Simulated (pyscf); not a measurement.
Optimised with ωB97X-D3(BJ)/def2-SVP in PySCF.

**Question.** Estimate the classical barrier height and the reaction energy of `[CH4]` + `[Br]` [doublet] → `[CH3][Br]` + `[H]` [doublet] at ωB97X-D3(BJ)/def2-TZVP. The step runs on the doublet surface, breaks C–H and forms Br–C; take the separated reactants as zero.

**Answer.** ΔE‡ = 2.14 eV, ΔE = +1.50 eV. CCSD(T)/def2-TZVPP + ΔMP2(QZVPP) gives 2.10 eV and +1.53 eV. Zero-point energy shifts the barrier by -0.15 eV. It is a substitution at C, with an imaginary mode of 1339i cm⁻¹. One saddle was located; it need not be the lowest between these sides. The angle at the attacked C is 180°. The CCSD(T) − MP2 part came from Ansatz, without density fitting, on the same reference. The frozen core leaves the outer d or s,p core shells of the metals and heavy elements correlated in the MP2 and CC values, and def2-TZVPP describes them poorly, which can shift differences by a few kcal/mol. Left out: the spin-orbit lowering of Br, which is large for Br, Se, Te and I. Elements up to Kr have no core potential and no relativistic terms here.
